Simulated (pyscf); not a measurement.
Optimised with ωB97X-D3(BJ)/def2-SVP in PySCF. Correlated levels are frozen-core, on RHF or UHF. ΔMP2 is the change of the MP2 total energy from the triple- to the quadruple-zeta basis.

Task: For H₂Al–Cl + H₂C=CH₂ -> H₃C–CH₂–AlH–Cl, an addition across a multiple bond or ene-type step (singlet surface; Al–H broken, Al–C, C–H formed), PBE/def2-TZVP gives ΔE‡ = -2.6 kcal/mol and ΔE = -33.7 kcal/mol (zero: the separated reactants). In which direction and how far do M06-2X/def2-TZVP, ωB97M-D3(BJ)/def2-TZVP, CCSD(T)/def2-TZVPP + ΔMP2(QZVPP) move these?

Result: M06-2X: ΔE‡ = -0.5 kcal/mol, ΔE = -35.6 kcal/mol; ωB97M-D3(BJ): ΔE‡ = 2.4 kcal/mol, ΔE = -33.5 kcal/mol; CCSD(T): ΔE‡ = 3.8 kcal/mol, ΔE = -32.6 kcal/mol. PBE's barrier lies under all of them, by 2.1 to 6.5 kcal/mol. Its reaction energy lies among theirs. Low barriers are usual for a GGA, whose delocalisation error favours stretched bonds. On the reactant side the descent ends in a bound adduct, 14.9 kcal/mol under the separated species and 14.4 kcal/mol under the saddle at ωB97X-D3(BJ)/def2-TZVP. At PBE, M06-2X the saddle lies under the separated reactants, which points to a path from their complex (located at ωB97X-D3(BJ) alone). At the saddle there is also a short Al–C contact that neither side keeps. At ωB97X-D3(BJ) the barrier from the zero used here is -0.5 kcal/mol. One saddle was located; it need not be the lowest between these sides. The CCSD(T) − MP2 part came from Ansatz, without density fitting, on the same reference.
